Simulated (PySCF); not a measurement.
# Working with the constants of MgAl

PBE0 constants of MgAl, ²Π (doublet), unpaired electrons π ↑ (Mg def2-TZVP, Al def2-TZVP; no relativity (PySCF 2.14); masses 23.9850 and 26.9815 u):

* ωe: 204.1 cm⁻¹
* ωexe: 2.33 cm⁻¹
* Be: 0.15923 cm⁻¹
* αe: 0.00201 cm⁻¹
* De to Mg + Al: 0.483 eV

Question: What force constant and bond length do these constants imply?

Answer: Reduced mass μred = 12.698 u; k = 5.8918×10⁻⁷·μred·ωe² (u, cm⁻¹, mdyn/Å) = 0.312 mdyn/Å; Re = √(16.8576/(μred·Be)) (u, cm⁻¹, Å) = 2.888 Å.

Question: Estimate the centrifugal constant D from the Kratzer relation and find the Dunham coefficient a1.

Answer: D = 4Be³/ωe² = 3.88e-07 cm⁻¹; a1 = −1 − αeωe/(6Be²) = -3.70.

The state is the lowest determinant that a PBE0 search found; another state may lie lower at other levels.
